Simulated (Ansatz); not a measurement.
Al2H3⁺. Total charge 1; triplet. Geometry PBE-D4/def2-TZVP; atoms count from 1.

```xyz
5

Al   -0.778    0.275    1.066
Al    1.130   -0.381   -0.683
H     1.430   -1.748   -1.425
H    -1.241    1.636    1.732
H    -0.542    0.218   -0.689
```

At PBE0-D4/def2-TZVP a singlet of charge 1 lies 1.49 eV below the triplet, each at its own geometry. The structure comes from a short search, and lower isomers may exist.

(1) Estimate the Mulliken populations from the PBE0/def2-TZVP orbitals of Ansatz.

(2) Where does the spin sit?

(3) And the Mayer bond orders between heavy atoms (over 0.3)?

Answers

(1) 
| atom | charge (e) | spin (α − β) |
| --- | --- | --- |
| Al1 | 0.44 | 0.80 |
| Al2 | 0.44 | 0.82 |
| H3 | 0.05 | 0.11 |
| H4 | 0.05 | 0.11 |
| H5 | 0.03 | 0.16 |
Mulliken values depend strongly on the basis.

(2) Summed by element: Al 1.62, H 0.38, of 2 unpaired in all. Largest on single atoms: Al2 0.82, Al1 0.80, H5 0.16.

(3) Al1–Al2 0.76 (2.67 Å).
